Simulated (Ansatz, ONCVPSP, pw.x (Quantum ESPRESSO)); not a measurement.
**pw.x on fcc Nb: one setting changed**

Potential: optimised norm-conserving Vanderbilt (ONCV), ONCVPSP 4.0.1.1 (patched build), LDA (Perdew-Wang 92); core [Ar] 3d10, reference 4s2 4p6 4d4 5s1; waves: 4s+5s: rc 2.05 bohr, ncon 3, nbas 7, qcut 7.3 1/bohr, 2 projectors; 4p: rc 2.10 bohr, ncon 3, nbas 6, qcut 7.3 1/bohr, 2 projectors, debl 2.1 Ha; 4d: rc 2.55 bohr, ncon 3, nbas 8, qcut 5.9 1/bohr, 3 projectors, debl 0.6 Ha; local part: polynomial inside 1.55 bohr (lpopt 5, dvloc0 0 Ha); core correction: none.

The reference run (k-mesh 14³, cutoffs 45/180 Ry, Fermi–Dirac 0.01 Ry, mixing_beta 0.4, conv_thr 1e-9, no spin) gives 0.98 GPa at 17.697 Å³/atom, where all-electron LAPW gives 0.54 GPa. This run, with its own iteration cap, changes degauss to 0.005.

```
&control
  calculation='scf', prefix='x', pseudo_dir='./', outdir='./tmp', tstress=.true., disk_io='none'
/
&system
  ibrav=0, nat=1, ntyp=1, ecutwfc=45, ecutrho=180, nbnd=14,
  occupations='smearing', smearing='fd', degauss=0.005
/
&electrons
  conv_thr=1e-09, mixing_beta=0.4, electron_maxstep=60
/
ATOMIC_SPECIES
Nb 1.0 Nb.UPF
CELL_PARAMETERS angstrom
  0.00000000 2.06834613 2.06834613
  2.06834613 0.00000000 2.06834613
  2.06834613 2.06834613 0.00000000
ATOMIC_POSITIONS crystal
Nb 0.0000 0.0000 0.0000
K_POINTS automatic
14 14 14 0 0 0
```

```bash
pw.x < Nb.scf.in > Nb.scf.out
```

Problem. How does the run end?

Solution. It converges in 8 iterations; the free energy moves by +33.2 meV/atom and the pressure by -0.33 GPa. In a metal, with Fermi–Dirac smearing, F lies below its zero-width value by a term in the square of the width.

```
Message from routine setup:
     using ibrav=0 with symmetry is DISCOURAGED, use correct ibrav instead
     lattice parameter (alat)  =       5.5276  a.u.
     unit-cell volume          =     119.4253 (a.u.)^3
     number of electrons       =        13.00
     number of Kohn-Sham states=           14
     kinetic-energy cutoff     =      45.0000  Ry
     charge density cutoff     =     180.0000  Ry
     scf convergence threshold =      1.0E-09
     Exchange-correlation= SLA  PW   NOGX NOGC
     number of k points=   104  Fermi-Dirac smearing, width (Ry)=  0.0050
     iteration #  1     ecut=    45.00 Ry     beta= 0.40
     total energy              =    -114.55925479 Ry
     estimated scf accuracy    <       0.08154285 Ry
     iteration #  2     ecut=    45.00 Ry     beta= 0.40
     total energy              =    -114.55992706 Ry
     estimated scf accuracy    <       0.01106105 Ry
     iteration #  3     ecut=    45.00 Ry     beta= 0.40
     total energy              =    -114.56123568 Ry
     estimated scf accuracy    <       0.00054083 Ry
     iteration #  4     ecut=    45.00 Ry     beta= 0.40
     total energy              =    -114.56127531 Ry
     estimated scf accuracy    <       0.00001755 Ry
     iteration #  5     ecut=    45.00 Ry     beta= 0.40
     total energy              =    -114.56127924 Ry
     estimated scf accuracy    <       0.00000033 Ry
     iteration #  6     ecut=    45.00 Ry     beta= 0.40
     total energy              =    -114.56127925 Ry
     estimated scf accuracy    <          8.0E-09 Ry
     iteration #  7     ecut=    45.00 Ry     beta= 0.40
     total energy              =    -114.56127925 Ry
     estimated scf accuracy    <          3.9E-09 Ry
     iteration #  8     ecut=    45.00 Ry     beta= 0.40
     the Fermi energy is    18.4091 ev
!    total energy              =    -114.56127925 Ry
     estimated scf accuracy    <          6.6E-11 Ry
     smearing contrib. (-TS)   =      -0.00163476 Ry
     The total energy is F=E-TS. E is the sum of the following terms:
     one-electron contribution =     -16.92207164 Ry
     hartree contribution      =      15.04178300 Ry
     xc contribution           =     -13.55944576 Ry
     ewald contribution        =     -99.11991008 Ry
     convergence has been achieved in   8 iterations
          total   stress  (Ry/bohr**3)                   (kbar)     P=        6.60
     Message from routine punch:
     Nothing written, as per user request (disk_io='none')
```

The run took about 9.3 s on one core of a shared host (Intel(R) Xeon(R) 6975P-C, 192 threads, 378 GiB, load 87).
